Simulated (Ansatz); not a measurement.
# Property card for Al₂Ni₃

The calculation used DFT r2SCAN, scalar-relativistic, plane waves, PAW (Ansatz 0.2.0).

Settings: cutoff 500 eV, Γ-centred mesh 12×12×4 on the computed 10-atom cell, Gaussian smearing of 0.10 eV; collinear spin from starting moments 0 0 0 0 0 0 0 0 0 0.59 μB.

The structure is relaxed at this level of theory with its symmetry kept. Whether it is the stable form of this composition wasn't checked.

```
CELL_PARAMETERS angstrom
2.86174 0.00000 0.00000
0.00000 2.86174 0.00000
0.00000 0.00000 14.00633
ATOMIC_POSITIONS crystal
Al 0.50000 0.50000 0.19095
Al 0.50000 0.50000 0.39745
Al 0.50000 0.50000 0.60255
Al 0.50000 0.50000 0.80905
Ni 0.00000 0.00000 0.90398
Ni 0.00000 0.00000 0.09602
Ni 0.00000 0.00000 0.29504
Ni 0.00000 0.00000 0.50000
Ni 0.00000 0.00000 0.70496
Ni 0.50000 0.50000 0.00000
```

```
Space group                                                       : P4/mmm (No. 123)
Volume per atom                                                   : 11.47 Å³
Formation energy from the elements' standard states (uncorrected) : -0.522 eV/atom
Generalised Kohn–Sham band gap                                    : none (metal)
Density of states at the Fermi level                              : 6.14 states/eV per cell
Löwdin character within 0.5 eV of the Fermi level                 : Ni 3d 75 %, Al 3p 16 %
Bader charges (e)                                                 : Al (2 in the cell) 1.94, Al (2 in the cell) 1.87, Ni (2 in the cell) -1.02, Ni (2 in the cell) -1.79, Ni (1 in the cell) -1.87, Ni (1 in the cell) -0.13
Total moment                                                      : 0.45 μB per cell
Site moments (μB; atoms counted from 1 over the whole cell)       : Ni (atom 10) 0.54
```

The state reached may not be the lowest one.

Only this magnetic start was tried.

Cost: 1 run of about 6 core-minutes, on Intel Xeon 6975P-C (Granite Rapids) (shared hosts).